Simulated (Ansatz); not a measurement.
**CH₆BN: one structure at several levels**

The task here is to estimate one member of a computed series from the others.

Computed with Ansatz 0.2.0, Gaussian basis. Level: single points in def2-TZVPP.

Cores are frozen in the correlated methods.

## Starting geometry

SMILES `BCN`, 9 atoms, charge 0, spin multiplicity 1.

Atoms are counted from 1 here; the program's logs count them from 0.

Bond lengths: B1–C2 1.636 Å, B1–H4 1.251 Å, B1–H5 1.039 Å, C2–N3 1.627 Å, C2–H6 1.204 Å, C2–H7 1.031 Å, N3–H8 1.072 Å, N3–H9 0.985 Å. Angles: C2–B1–H4 111.6°, C2–B1–H5 127.9°, H4–B1–H5 120.2°, B1–C2–N3 109.4°, B1–C2–H6 109.8°, B1–C2–H7 119.7°, N3–C2–H6 103.3°, N3–C2–H7 102.8°, H6–C2–H7 110.5°, C2–N3–H8 115.7°, C2–N3–H9 107.5°, H8–N3–H9 122.6°.

Coordinates:

```xyz
9
charge 0, multiplicity 1
B     0.37200    1.33370   -0.10980
C     0.39680   -0.28500   -0.34410
N    -0.56970   -1.00320    0.75020
H     1.30350    1.90200   -0.72140
H    -0.24160    1.87650    0.52910
H    -0.12770   -0.55270   -1.39480
H     1.28300   -0.80270   -0.24140
H    -0.63870   -2.07050    0.68030
H    -1.35950   -0.42700    0.87110
```

The first run:

Contents of run/in.yaml:

```yaml
crystal:
  periodic: [false, false, false]
  atoms:
    - {symbol: B, position_ang: [0.372000, 1.333700, -0.109800]}
    - {symbol: C, position_ang: [0.396800, -0.285000, -0.344100]}
    - {symbol: N, position_ang: [-0.569700, -1.003200, 0.750200]}
    - {symbol: H, position_ang: [1.303500, 1.902000, -0.721400]}
    - {symbol: H, position_ang: [-0.241600, 1.876500, 0.529100]}
    - {symbol: H, position_ang: [-0.127700, -0.552700, -1.394800]}
    - {symbol: H, position_ang: [1.283000, -0.802700, -0.241400]}
    - {symbol: H, position_ang: [-0.638700, -2.070500, 0.680300]}
    - {symbol: H, position_ang: [-1.359500, -0.427000, 0.871100]}
basis:
  gaussian: {orbitals: def2-TZVPP}
correlation: {method: ccsd_t}
output: {forces: true}
```

No record of the launch command was kept for these runs.

Steps of the session up to this table: CCSD(T)/def2-TZVPP; PBE0-D4/def2-TZVPP; wB97M-V/def2-TZVPP; r2SCAN-D4/def2-TZVPP; PBE-D4/def2-TZVPP; r2SCANh-D4/def2-TZVPP; revPBE-D4/def2-TZVPP.

One table of the session follows, with a row left open; its other results are not shown here.

```
    method  RMS force component (eV/Å)  angle to CCSD(T) forces (°)  dipole (D)
   CCSD(T)                       2.459                    reference        1.03
   PBE0-D4                       2.509                          2.5        1.06
   wB97M-V                       2.451                          2.1        1.05
 r2SCAN-D4                       2.459                          2.5        1.05
    PBE-D4                       2.465                          4.4        1.06
r2SCANh-D4                           ?                            ?           ?
 revPBE-D4                       2.448                          4.1        1.03
```

Q: Estimate the row for r2SCANh-D4 from the others.

The run gave: RMS force component (eV/Å): 2.475; angle to CCSD(T) forces (°): 2.4; dipole (D): 1.05. In the column «RMS force component (eV/Å)» it lies between PBE-D4 (2.465) and PBE0-D4 (2.509).
